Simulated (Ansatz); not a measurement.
Take GaAs in the zinc blende structure (space group F-43m, No. 216; a = 5.667 Å) as the base.

Computed with plane-wave PAW DFT at the r2SCAN level (Ansatz, a first-principles code, 500 eV), no SOC.

```
level   band gap  lattice parameter a  electron mass at Γ
------  --------  -------------------  ------------------
r2SCAN   0.96 eV              5.667 Å            0.051 mₑ
```

Measured: band gap 1.57 eV (static lattice; corrected from measurement; as listed in Wei Chen et al., Physical Review Materials (2018)); lattice parameter a 5.64 Å (static lattice; corrected from measurement; as listed in Daniel Mejia-Rodriguez, S. B. Trickey, Phys. Rev. B (2018)); electron mass at Γ 0.066 mₑ (temperature not stated; as listed in Magdalena Laurien, Oleg Rubel, Phys. Rev. B (2022)).

Computed minus measured — band gap: r2SCAN -0.61 eV; lattice parameter a: r2SCAN +0.5 %; electron mass at Γ: r2SCAN -23 %. Measured values not marked as corrected hold thermal and zero-point effects that the static-lattice runs lack. A measured gap can be an optical one, lowered by exciton binding. Levels without spin-orbit coupling miss its lowering of the gap, often about a third of the valence-band splitting.

Masses are band curvatures over ±0.01 Å⁻¹ around the edge. Stability against distortions was not tested.
